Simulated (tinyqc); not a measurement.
Pariser-Parr-Pople SCF with singles CI, for the molecule c1cc[nH]c1 (SMILES; centres numbered as the heavy atoms are written), step by step. One step of it, computed by the program tinyqc.

Task: Iteration 1: Fock matrix. F_rr = H_rr + P_rr gamma_rr / 2 + sum_(s != r) P_ss gamma_rs; F_rs = H_rs - P_rs gamma_rs / 2; E = tr P (H + F) / 2 + core repulsion sum_(r<s) z_r z_s gamma_rs.

P at the start, lower triangle:
```
           1C         2C         3C        4N        5C
1C   1.194879
2C   0.642093   1.194879
3C  -0.240060   0.654367   1.197164
4N  -0.252812  -0.252812   0.642477  1.215915
5C   0.654367  -0.240060  -0.250050  0.642477  1.197164
```

core matrix H (eV), lower triangle:
```
            1C          2C          3C          4N          5C
1C  -34.633625
2C   -2.690000  -34.632740
3C    0.000000   -2.690000  -36.444601
4N    0.000000    0.000000   -2.530000  -46.184019
5C   -2.690000    0.000000    0.000000   -2.530000  -36.443595
```

repulsion gamma_rs (eV), lower triangle:
```
           1C         2C         3C         4N         5C
1C  11.130000
2C   5.344818  11.130000
3C   4.046371   5.346212  11.130000
4N   4.368809   4.368302   5.923040  16.800000
5C   5.344818   4.045107   4.045936   5.923867  11.130000
```

Centres (angstrom, eV; a flat drawing with bonds scaled to 1.40 angstrom):
```
centre          x          y  core charge z          W   gamma_rr
1C       1.191000   0.000000              1  11.160000  11.130000
2C       0.368000   1.133000              1  11.160000  11.130000
3C      -0.963000   0.700000              1  11.160000  11.130000
4N      -0.963000  -0.700000              2  25.600000  16.800000
5C       0.368000  -1.133000              1  11.160000  11.130000
```

Give: F; pi energy.

Result:

F (eV), lower triangle:
```
         1C       2C       3C        4N       5C
1C  -5.0428
2C  -4.4059  -5.0424
3C   0.4857  -4.4392  -6.5138
4N   0.5522   0.5522  -4.4327  -11.3479
5C  -4.4387   0.4855   0.5058   -4.4330  -6.5150
```

pi energy = -87.9437 eV
